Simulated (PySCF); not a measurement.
## C$_{3}$H$_{7}$F: calculation and literature

Cartesian coordinates in Å; atom numbers follow the order of the lines, from 1:
```xyz
11

C    -1.1902   -0.4511    0.2131
C    -0.1170    0.5353   -0.2196
C     1.2872   -0.0360   -0.1034
F    -0.2027    1.6623    0.5848
H    -1.0134   -0.7633    1.2395
H    -1.1694   -1.3240   -0.4324
H    -2.1724    0.0109    0.1540
H    -0.3066    0.8946   -1.2401
H     1.4793   -0.3441    0.9216
H     1.3880   -0.8956   -0.7592
H     2.0227    0.7136   -0.3842
```

What is known from experiment: δ $^{13}$C C2 87.3; C1/C3 22.6; δ $^{1}$H H8 4.84; H5/H6/H7/H9/H10/H11 1.34 ppm (measured; solution, not stated per compound (mostly CDCl3 or CCl4); Pretsch, Buehlmann, Badertscher, Structure Determination of Organic Compounds, 4th ed. (2009)).
δ $^{19}$F F4 -165.2 ppm (measured; G. Saielli, R. Bini, A. Bagno, Computational 19F NMR. 2. Organic compounds, RSC Adv. 2014, ESI (exp. from Berger-Braun-Kalinowski 1994 and Everett 1995)).

Gas phase, fast rotation and ring inversion assumed for equivalent nuclei, non-relativistic, one computed conformer. σ from GIAO-PBE0/pcSseg-1; GFN2-xTB structure; PySCF 2.14.

(1) What does the calculation give, and how does it compare?

(2) How far are the unscaled $^{13}$C shifts from the references?

(3) How far are the unscaled $^{1}$H shifts from the references?

Results:

(1) 
Reference values: measured (solution, not stated per compound (mostly CDCl3 or CCl4); Pretsch, Buehlmann, Badertscher, Structure Determination of Organic Compounds, 4th ed. (2009)).
```json
{"atoms": "C2", "quantity": "δ $^{13}$C", "reference": "87.3", "computed": "89.7", "computed, scaled": "85.3"}
{"atoms": "C1/C3", "quantity": "δ $^{13}$C", "reference": "22.6", "computed": "25.2", "computed, scaled": "22.3"}
{"atoms": "H8", "quantity": "δ $^{1}$H", "reference": "4.84", "computed": "4.95", "computed, scaled": "4.76"}
{"atoms": "H5/H6/H7/H9/H10/H11", "quantity": "δ $^{1}$H", "reference": "1.34", "computed": "1.32", "computed, scaled": "1.33"}
```

Reference values: measured (G. Saielli, R. Bini, A. Bagno, Computational 19F NMR. 2. Organic compounds, RSC Adv. 2014, ESI (exp. from Berger-Braun-Kalinowski 1994 and Everett 1995)).
| atoms | quantity | reference | computed | computed, scaled |
| --- | --- | --- | --- | --- |
| F4 | δ $^{19}$F vs CFCl3 | -165.2 | -200.7 | -174.8 |

Computed shifts are σ(ref) − σ with the named reference compound (TMS for H and C) calculated as an isolated molecule at the same level. The measured values may be among those fitted. Scaled to experiment by linear calibration (H and C: mostly CDCl3 data, vs TMS): $^{13}$C (scatter 2.1 ppm rms, 2.3 ppm with the 13 outliers that the fit left out); $^{1}$H (scatter 0.17 ppm rms, 0.18 ppm with the 4 outliers that the fit left out); $^{19}$F (scatter 6.0 ppm rms, 7.0 ppm with the 5 outliers that the fit left out vs CFCl3, solution or neat liquid, with a term for F on sp3 carbon). Occasional misses reach two or three times the rms, and more in compound classes unlike the fitted ones.

(2) Mean signed difference +2.50 ppm, mean absolute 2.50 ppm over 2 comparisons; the largest is +2.6 ppm at C1/C3 (methyl carbon).

(3) Mean signed difference +0.05 ppm, mean absolute 0.07 ppm over 2 comparisons; the largest is +0.11 ppm at H8 (hydrogen on an sp3 CH bonded to F).
